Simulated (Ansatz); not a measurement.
Input for Ansatz (development build ahead of 0.2.0):

```yaml
crystal:
  periodic: [false, false, false]
  atoms:
    - { symbol: H, position_ang: [0.0, 0.13302, -1.13022] }
    - { symbol: C, position_ang: [0.0, -0.26603, 0.0] }
    - { symbol: H, position_ang: [0.0, 0.13302, 1.13022] }
basis:
  gaussian: { orbitals: def2-SVP }
total_charge: 1
magnetization:
  spin_polarized: true
  initial_magnetization: 1
hamiltonian:
  xc: hf
correlation:
  method: ccsd_t
  frozen_orbitals: { C: 1, H: 0 }
scf:
  omitted_lower_state_checks: [stability, starts, atomic_configurations, cluster_reference, orbital_swaps, given_window_search, neighbouring_geometries, increment]
```

The input is written out in the form of the current development build from the run's settings.

The run gave:

| Item | Value |
| --- | --- |
| Converged | yes |
| Reference energy | -38.52293 hartree |
| Correlation energy | -0.10150 hartree |
| Total energy | -38.62443 hartree |
